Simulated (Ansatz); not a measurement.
**C3H2O: vertical ionisation energy**

The task here is to estimate one member of a computed series from the others.

Computed with Ansatz 0.2.0, Gaussian basis. Level: unrestricted cation, the program's frozen cores in correlated methods.

Levels to be run: UKS PBE-D4/def2-TZVPP; UKS r2SCAN-D4/def2-TZVPP; UKS PBE0-D4/def2-TZVPP; UKS B3LYP-D4/def2-TZVPP; UKS wB97X-V/def2-TZVPP; UKS wB97M-V/def2-TZVPP; UKS B2PLYP/def2-TZVPP; UHF-CCSD(T)/def2-TZVPP; UHF-MP2/def2-QZVPP; extrapolation to the limit; then −ε(HOMO) from the neutral's earlier runs with LDA (SPW92), PBE-D4, revPBE-D4, BLYP-D4, r2SCAN-D4, B97M-V, PBE0-D4, B3LYP-D4, r2SCANh-D4, r2SCAN0-D4, HSE06-D4, BHLYP-D4, CAM-B3LYP-D4, LC-ωPBE, ωB97X-V, ωB97M-V.

### The relaxed structure

All runs share one geometry, relaxed beforehand with PBE0-D4 in a triple-zeta def2 set.

SMILES `O=c1cc1`, 6 atoms, charge 0, spin multiplicity 1.

Atoms are counted from 1 here; the program's logs count them from 0.

Bond lengths: O1–C2 1.196 Å, C2–C3 1.424 Å, C2–C4 1.424 Å, C3–C4 1.339 Å, C3–H5 1.083 Å, C4–H6 1.083 Å. Angles: O1–C2–C3 152.0°, O1–C2–C4 152.0°, C3–C2–C4 56.1°, C2–C3–C4 62.0°, C2–C3–H5 154.0°, C4–C3–H5 144.1°, C2–C4–C3 62.0°, C2–C4–H6 154.0°, C3–C4–H6 144.1°.

Set-up of the first run:

Contents of in.yaml:

```yaml
crystal:
  periodic: [false, false, false]
  atoms:
    - {symbol: O, position_ang: [-0.020132, -1.860645, 0.852058]}
    - {symbol: C, position_ang: [-0.008383, -0.772880, 0.353942]}
    - {symbol: C, position_ang: [0.589298, 0.229129, -0.462180]}
    - {symbol: C, position_ang: [-0.581244, 0.510078, 0.123637]}
    - {symbol: H, position_ang: [1.362111, 0.622759, -1.110324]}
    - {symbol: H, position_ang: [-1.341650, 1.271547, 0.242866]}
basis:
  gaussian: {orbitals: def2-TZVPP}
total_charge: 1
magnetization: {spin_polarized: true, initial_magnetization: 1}
hamiltonian: {xc: pbe, dispersion: d4}
```

Started as:

```bash
> ansatz run in.yaml --threads 4 --pin off --events-out ev --progress --plain --max-ram 10444MiB
```

Steps of the session up to this table: Cation, UKS PBE-D4/def2-TZVPP; Cation, UKS r2SCAN-D4/def2-TZVPP; Cation, UKS PBE0-D4/def2-TZVPP; Cation, UKS B3LYP-D4/def2-TZVPP; Cation, UKS wB97X-V/def2-TZVPP; Cation, UKS wB97M-V/def2-TZVPP; Cation, UKS B2PLYP (frozen core)/def2-TZVPP; Cation, UHF-CCSD(T)/def2-TZVPP; Cation, UHF-MP2/def2-QZVPP.

One of the session's tables, all rows but one given; the rest of the session is left out.

It belongs to the step «Ionisation energies side by side». For comparison, −ε(HOMO) of the neutral from earlier runs:

| functional | −ε(HOMO) (eV) |
| --- | --- |
| LDA (SPW92) | 5.70 |
| PBE-D4 | 5.54 |
| revPBE-D4 | 5.48 |
| BLYP-D4 | 5.45 |
| r2SCAN-D4 | ? |
| B97M-V | 5.91 |
| PBE0-D4 | 7.02 |
| B3LYP-D4 | 6.79 |
| r2SCANh-D4 | 6.35 |
| r2SCAN0-D4 | 7.20 |
| HSE06-D4 | 6.61 |
| BHLYP-D4 | 8.44 |
| CAM-B3LYP-D4 | 8.42 |
| LC-ωPBE | 9.70 |
| ωB97X-V | 9.38 |
| ωB97M-V | 9.31 |

Q: Estimate the row for r2SCAN-D4 from the others.

Worked estimate for «−ε(HOMO) (eV)». Against the share of exact exchange, r2SCANh-D4 (0.1, 6.35), r2SCAN0-D4 (0.25, 7.20) give a slope of 5.67 per unit share; at 0 the line stands at 5.78.

**Answer.** −ε(HOMO) (eV): 5.79. In «−ε(HOMO) (eV)» the line misses by -0.01.
